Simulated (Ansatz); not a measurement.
```yaml
crystal:
  periodic: [false, false, false]
  atoms:
    - {symbol: Si, position_ang: [0.000000, 0.000000, -1.741196]}
    - {symbol: C, position_ang: [0.000000, 0.000000, 0.000000]}
    - {symbol: Si, position_ang: [0.000000, 0.000000, 1.741196]}
basis:
  gaussian: {orbitals: def2-TZVP}
hamiltonian: {xc: pbe0}
relax: {f_tol: 0.004, max_steps: 80}
```

```sh
$ ansatz run in.yaml --threads 1 --pin off --events-out ev --progress --plain --max-ram 2176MiB
```

Steps of the relaxation (energy above the last step; positions in Å, forces in eV/Å):

```
3
step 1, 102.5 meV
Si    0.000    0.000   -1.741    0.000    0.000    1.761
C     0.000    0.000    0.000    0.000    0.000    0.000
Si    0.000    0.000    1.741    0.000    0.000   -1.761
```

```
3
step 2, 18.3 meV
Si    0.000    0.000   -1.708    0.000    0.000    0.784
C     0.000    0.000    0.000    0.000    0.000    0.000
Si    0.000    0.000    1.708    0.000    0.000   -0.784
```

```
3
step 3, 0.1 meV
Si    0.000    0.000   -1.684    0.000    0.000   -0.069
C     0.000    0.000    0.000    0.000    0.000    0.000
Si    0.000    0.000    1.684    0.000    0.000    0.069
```

```
3
step 4, 0.0 meV
Si    0.000    0.000   -1.686    0.000    0.000    0.001
C     0.000    0.000    0.000    0.000    0.000    0.000
Si    0.000    0.000    1.686    0.000    0.000   -0.001
```

Close pairs at the end: Si1–C2 1.686 Å, C2–Si3 1.686 Å.

A stationary point of restricted PBE0 after 4 steps (its stability towards spin polarisation wasn't tested); no frequencies were run, so it isn't proven a minimum. 11 s on 1 thread of Arm Neoverse V1, shared host.
